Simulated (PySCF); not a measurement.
Excitations are Tamm–Dancoff values on a coarser integration grid. The basis has no diffuse functions, so Rydberg states are missing or too high.

C2H2O2, SMILES `O=CC=O` (O–C–C–O torsion 180°) (charge 0, multiplicity 1)

The numbers are results of PBE-D3(BJ)/def2-TZVP // PBE0-D3(BJ)/def2-TZVP (PySCF), not measurements.

```
Item                                             Value
----------------------  ------------------------------
HOMO                                          -6.24 eV
dipole moment                                   0.00 D
LUMO                                          -4.26 eV
HOMO–LUMO gap                                  1.98 eV
S1 excitation (TDA)                            2.23 eV
S1 oscillator strength                           0.000
T1 excitation (TDA)                            1.64 eV
S1–T1 gap (TDA)                                0.59 eV
total energy                               -6195.20 eV
cost                    around 50 core-seconds (rough)
```

```xyz
6

O     -1.2245     0.0659    -1.2071
C     -0.7501    -0.0394    -0.1128
C      0.7501     0.0394     0.1128
O      1.2245    -0.0659     1.2071
H     -1.3502    -0.1992     0.8049
H      1.3502     0.1992    -0.8049
```
Charge 0, spin multiplicity 1.
